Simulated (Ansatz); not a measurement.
in.yaml

```yaml
crystal:
  periodic: [false, false, false]
  atoms:
    - {symbol: Si, position_ang: [0.049325, 0.002385, 0.684119]}
    - {symbol: C, position_ang: [-0.125964, 0.010759, -1.193053]}
    - {symbol: H, position_ang: [-0.480207, -0.916084, -1.659642]}
    - {symbol: H, position_ang: [-0.397098, 0.817486, -1.641428]}
    - {symbol: H, position_ang: [1.003894, -0.096068, -1.544889]}
basis:
  gaussian: {orbitals: cc-pVDZ}
magnetization: {spin_polarized: false, initial_magnetization: 1}
correlation: {method: bccd_t, electrons: outside_noble_gas}
```

```sh
$ ansatz run in.yaml --threads 1 --pin off --events-out ev --progress --plain --max-ram 2393MiB
```

Problem. Roughly how long does this take on 1 thread of Arm Neoverse V2, shared host, and how much host memory?

Solution. 3.7 s wall and 0.14 GiB.

```
444 factors; integrals over basis functions are off by at most 1.2e-3 eV
mean field evaluation 1: about -8936.0069 eV, gradient 2.2e1 eV
mean field evaluation 2: about -8936.0421 eV, gradient 2.2e1 eV
mean field evaluation 4: about -8937.5582 eV, gradient 2.0e0 eV
mean field evaluation 8: about -8937.5812 eV, gradient 8.3e-4 eV
mean field evaluation 16: about -8937.5202 eV, gradient 2.0e0 eV
mean field evaluation 32: about -8937.3734 eV, gradient 1.3e-1 eV
mean field evaluation 64: about -8937.3496 eV, gradient 2.0e0 eV
mean field evaluation 96: about -8933.6711 eV, gradient 1.3e-3 eV
mean field -8937.58117310 eV, -328.4500500012 hartree, gradient 1.0e-6 eV, S^2 0.750000; 5 other end points of the search recorded, 0 dependent functions left out
mean field evaluation 128: about -8937.4900 eV, gradient 1.5e0 eV
mean field evaluation 160: about -8937.6990 eV, gradient 7.6e-2 eV
determinant -8937.58117310 eV, -328.4500500012 hartree, with singles and doubles -8944.35403038 eV, -328.6989479157 hartree
determinant -8937.37368442 eV, -328.4424249331 hartree, with singles and doubles -8944.15423243 eV, -328.6916054763 hartree
determinant -8937.58117310 eV, -328.4500500012 hartree, with singles and doubles -8944.35392755 eV, -328.6989441368 hartree
determinant -8937.37368442 eV, -328.4424249331 hartree, with singles and doubles -8944.15408070 eV, -328.6915999002 hartree
6 core orbitals not correlated: weight in the atoms' cores, before any rotation towards them, 1.000 or more for the frozen orbitals, at most 0.000 for the correlated occupied ones
reference -8937.58117310 eV, -328.4500500012 hartree; 6, 5 occupied and 35, 36 virtual orbitals, 444 factors
second order -5.76593820 eV of doubles, -0.06469879 eV of singles
cycle   1  -6.76936537 eV  change    3.4e-3 eV  update   3.1e-3
cycle   2  -6.76842704 eV  change    9.4e-4 eV  update   8.3e-4
cycle   3  -6.76806134 eV  change    3.7e-4 eV  update   3.9e-4
cycle   4  -6.76787388 eV  change    1.9e-4 eV  update   1.5e-4
cycle   5  -6.76788033 eV  change   -6.4e-6 eV  update   7.1e-5
cycle   6  -6.76787747 eV  change    2.9e-6 eV  update   4.9e-5
cycle   7  -6.76787254 eV  change    4.9e-6 eV  update   3.0e-5
cycle   8  -6.76788018 eV  change   -7.6e-6 eV  update   1.4e-5
cycle   9  -6.76787949 eV  change    6.9e-7 eV  update   5.2e-6
perturbative correction -0.19170211 eV, -0.0070449228 hartree
Total energy: -8944.54075470 eV, -328.7058099078 hartree
```

For the same geometry and basis UCCSDT(Q) lies 33.1 meV lower.
